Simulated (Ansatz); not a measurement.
## C2H6S: where a starting geometry ends

The starting geometry of this gas-phase triplet was optimised with GFN2-xTB as a singlet; its bonds are those of `CCS`.

```xyz
9

C    -1.8009    0.0149    0.0723
C    -1.0047   -0.2942    1.3248
S     0.6175   -1.0513    0.9443
H    -1.9464   -0.8873   -0.5176
H    -1.2842    0.7503   -0.5418
H    -2.7759    0.4151    0.3446
H    -1.5134   -1.0332    1.9420
H    -0.8226    0.6015    1.9184
H     1.0865   -0.0264    0.2349
```

**Question.** Predict what it relaxes into with PBE0-D3(BJ)/def2-SVP.

**Answer.** It loosens into C2H5S + H, which stay close as a complex. Contacts that open: S3–H9 (1.33 → 2.62 Å).

The energy falls by 1.72 eV over 26 steps:

```tsv
step	E − E(last) (eV)
1	1.719
4	0.219
7	0.025
9	0.023
12	0.023
15	0.019
18	0.009
20	0.002
23	0.000
26	0.000
```

Final geometry (Å):

```xyz
9

C    -1.7089    0.1100    0.1651
C    -1.1367   -0.4072    1.4712
S     0.6229   -0.7645    1.4783
H    -1.5589   -0.6162   -0.6470
H    -1.2229    1.0499   -0.1347
H    -2.7901    0.2974    0.2650
H    -1.6367   -1.3380    1.7972
H    -1.3056    0.3030    2.3017
H     1.2930   -0.1450   -0.9749
```

The end wasn't checked by frequencies. Open shells are spin-unrestricted. The triplet needn't be the ground state. Run with Ansatz 0.2.0, 74 s on 2 threads of AMD EPYC 7R43 64-Core Processor (Zen 3), with other jobs on the host.
